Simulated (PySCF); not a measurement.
## Level of theory and bond dissociation enthalpies: `N[SiH3]` (H5NSi)

Optimised structure (Å), atoms numbered from 1:
```
N     1.0637   -0.0865   -0.1804
Si   -0.6523    0.0891   -0.0180
H     1.6716    0.5696    0.2978
H     1.4670   -1.0167   -0.1589
H    -1.2356   -0.2266    1.3314
H    -1.0007    1.5095   -0.3233
H    -1.3045   -0.8273   -1.0013
```

All levels share the PBE0-D3(BJ)/def2-SVP structures and the PBE0-D3(BJ)/def2-SVP thermal terms; only the single-point energies (PySCF) change. Values are bond dissociation enthalpies (298 K, kJ/mol).

```jsonl
{"level": "HF/ma-def2-TZVP", "Si2–H": "299", "N1–Si2": "308", "time": "2 s"}
{"level": "MP2/ma-def2-TZVP", "Si2–H": "358", "N1–Si2": "442", "time": "7.3 s"}
{"level": "CCSD(T)/ma-def2-TZVP", "Si2–H": "368", "N1–Si2": "417", "time": "3.4 min"}
{"level": "M06-2X/def2-TZVP", "Si2–H": "370", "N1–Si2": "431", "time": "–"}
```

Times are wall times for all single points of a level on 1 thread of Arm Neoverse V2, a shared host; the dash marks the run that also made the structures.

Hartree-Fock leaves out electron correlation, so its bond energies come out too low, often by 100 kJ/mol or more.

The widest spread is that of N1–Si2: 135 kJ/mol, from 308 to 442.

Differences come from unrounded values, so a last digit can differ from that of the printed terms.
